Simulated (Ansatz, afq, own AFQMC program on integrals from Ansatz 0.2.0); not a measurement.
# SiH$_{3}$⁺, singlet: AFQMC among the cluster methods

```yaml
atoms:
  - { symbol: Si, position_ang: [0.0000, 0.0000, 0.0000] }
  - { symbol: H, position_ang: [1.6383, 0.0158, -0.0001] }
  - { symbol: H, position_ang: [-0.8328, 1.4109, -0.0032] }
  - { symbol: H, position_ang: [-0.8054, -1.4267, 0.0033] }
```

Basis cc-pVDZ. Noble-gas cores (and the filled d shells of Ga–Kr and In–Xe) are frozen. Ansatz 0.2.0 and our own AFQMC program on the same integrals; the CISD trial comes from CCSD amplitudes, and released means the phaseless constraint is let go. Free projection: walkers drawn from exp(T), propagated without any constraint. Its projection time is finite, and what remains of the start isn't in its error. Error bars are statistical, one sigma.

Determinant: RHF, the one that the program's search chose, which needn't be the lowest solution. The geometry is a point of a scan.

Full CI on the same integrals is exact in this basis and with this determinant's frozen core.

The T1 diagnostic is 0.0107 and the weight of the determinant in the CISD state is 0.925. The size of the correlated space is 6 electrons in 28 orbitals.

Reference: full CI, correlation energy -3.163 eV. The released energy is read at 2.40 1/Eh (meV from the phaseless value at times in 1/Eh: -0.8 ± 1.4 at 0.24, -2.0 ± 0.9 at 0.51, -2.6 ± 0.9 at 0.99, -3.3 ± 0.8 at 1.62, -5.2 ± 0.7 at 2.40).

```json
{"level": "HF", "E − E(reference) (kJ/mol)": "305.2", "share of correlation (%)": "0.00"}
{"level": "MP2", "E − E(reference) (kJ/mol)": "78.2", "share of correlation (%)": "74.39"}
{"level": "CCSD", "E − E(reference) (kJ/mol)": "7.4", "share of correlation (%)": "97.59"}
{"level": "CCSD(T)", "E − E(reference) (kJ/mol)": "2.0", "share of correlation (%)": "99.35"}
{"level": "CCSDT", "E − E(reference) (kJ/mol)": "0.2", "share of correlation (%)": "99.92"}
{"level": "CCSDT(Q)", "E − E(reference) (kJ/mol)": "0.1", "share of correlation (%)": "99.98"}
{"level": "CCSDTQ", "E − E(reference) (kJ/mol)": "0.0", "share of correlation (%)": "100.00"}
{"level": "ph-AFQMC/HF", "E − E(reference) (kJ/mol)": "-1.8 ± 1.5", "share of correlation (%)": "100.58"}
{"level": "ph-AFQMC/CISD", "E − E(reference) (kJ/mol)": "0.3 ± 0.1", "share of correlation (%)": "99.89"}
{"level": "released AFQMC", "E − E(reference) (kJ/mol)": "-0.2 ± 0.07", "share of correlation (%)": "100.05"}
{"level": "free AFQMC", "E − E(reference) (kJ/mol)": "-0.1 ± 0.08", "share of correlation (%)": "100.02"}
```

CCSDT and higher add their correlation energy to the determinant of the CCSD(T) run, since their own runs factorise the integrals more tightly (a shift of under 2 meV). Free projections are given only where their last times agree within the noise and don't stop above the reference; a slow remainder of the start can still hide under it. A walk keeps the symmetry of its determinant, which the program's search chose and which needn't be the lowest solution, so a lower state of the same spin and another symmetry isn't excluded. Released energies are given only where the last usable release times agree within the noise; a slower fall can still hide under it.
